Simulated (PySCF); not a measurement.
This PySCF input asks for the NMR shieldings of hydrazinium(1+) (SMILES [NH3+]N); the geometry comes from PBE0-D3(BJ)/def2-SVP.

```python
import basis_set_exchange as bse
import numpy as np
from pyscf import gto, scf
from pyscf.prop import nmr

atoms = """
N     0.075367    0.395067   -0.791746
N    -0.225838   -0.218332    0.446041
H     0.679169    1.201948   -0.631123
H     0.554838   -0.274661   -1.394434
H    -0.726357    0.455219    1.045949
H     0.567564   -0.596958    0.996236
H    -0.892138   -0.990136    0.288459
"""
names = dict.fromkeys(["N", "H"], "pcSseg-2")
basis = {el: gto.basis.parse(bse.get_basis(n, elements=[el], fmt="nwchem")) for el, n in names.items()}
mol = gto.M(atom=atoms, basis=basis, charge=1, verbose=0)
mf = scf.RHF(mol)
mf.conv_tol = 1e-9
mf.kernel()

calc = nmr.RHF(mf)   # GIAO
C = mf.mo_coeff
Co = C[:, mf.mo_occ > 0]
resp = mf.gen_response(singlet=True, hermi=2)
def vind(x):   # induced exchange potential for any number of trial vectors
    d = np.einsum("pi,xij,qj->xpq", C, 2 * x.reshape(-1, C.shape[1], Co.shape[1]), Co, optimize=True)
    return np.einsum("xpq,pi,qj->xij", resp(d - d.transpose(0, 2, 1)), C, Co, optimize=True).ravel()
mo1, _ = nmr.rhf.solve_mo1(calc, with_cphf=vind)
sigma = calc.kernel(mo1)
for i, s in enumerate(sigma):   # ppm
    print("%2d %-2s %9.2f" % (i, mol.atom_pure_symbol(i), np.trace(s) / 3))
```

Q: What are the results?

A: 
```
 0 N     198.57
 1 N     208.49
 2 H      27.24
 3 H      27.24
 4 H      25.47
 5 H      25.42
 6 H      25.44
```

These numbers come from an equivalent density-fitted implementation of the same equations, which agrees with the script to about 0.01 ppm for H and up to a few tenths of a ppm for heavy atoms, so last digits may differ.

Q: Turn these shieldings into chemical shifts. Chemical shifts δ = σref − σ; ¹⁵N (σref 260.75) against NH3; TMS for ¹H (σref 31.68), all at this level.

A: Averaging equivalent atoms: N 0: 62.2; N 1: 52.3; H 4/5/6: 6.24; H 2/3: 4.44 ppm. Experimental scales use liquid or dissolved standards, which lie at an offset from isolated NH3 (liquid NH3: subtract about 20 ppm).

Size and cost of the density-fitted run: 142 basis functions, 1.5 s wall time on 1 thread of an Arm Neoverse V2, shared host; peak memory 0.52 GiB.
